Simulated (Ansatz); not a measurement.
Born–Oppenheimer molecular dynamics of BH5O (7 atoms, charge 0, multiplicity 1). It starts at the highest image of a converged band, a first-order saddle point between two minima.

Computed with RKS PBE-D4/def2-SVP (Ansatz).

- ensemble: NVE (velocity Verlet)
- time step: 0.5 fs
- steps asked: 200
- starting velocities drawn for: 300 K
- seed: 11688

First frame:

```xyz
7
Properties=species:S:1:pos:R:3
B 0.013 0.065 0.187
O 0.033 0.189 1.768
H -0.881 0.065 2.085
H 1.074 -0.328 -0.251
H -1.040 -0.336 -0.275
H 0.019 1.409 -0.038
H -0.006 1.216 0.981
```

Q: How far do the bonds stretch over the last three quarters of this one trajectory? (Pairs bonded in most of those frames.)

A: 
| bond | mean (Å) | spread (Å) | shortest | longest |
| --- | --- | --- | --- | --- |
| B1–O2 | 1.367 | 0.065 | 1.25 | 1.48 |
| B1–H4 | 1.221 | 0.039 | 1.16 | 1.28 |
| B1–H5 | 1.227 | 0.018 | 1.19 | 1.26 |
| O2–H3 | 0.976 | 0.008 | 0.96 | 0.99 |
| H6–H7 | 0.771 | 0.023 | 0.74 | 0.80 |

Mean temperature of the second half: 2027 K. The conserved energy stayed within 0.22 meV per atom of its start (net change 0.058 meV per atom), so the integration is sound. The kinetic energy rose, since the run started high on the potential surface and went downhill. It ends in pieces (BH3O + H2), so much of that is their flight and rotation, not heat. A run of 0.1 ps of so small a system gives no equilibrium averages. The orbitals stay closed-shell, which can raise the energy where a bond breaks towards radicals; this wasn't checked here.

Run time: 2.6 min on 1 thread of Arm Neoverse V1 (shared host), peak memory 0.092 GiB.
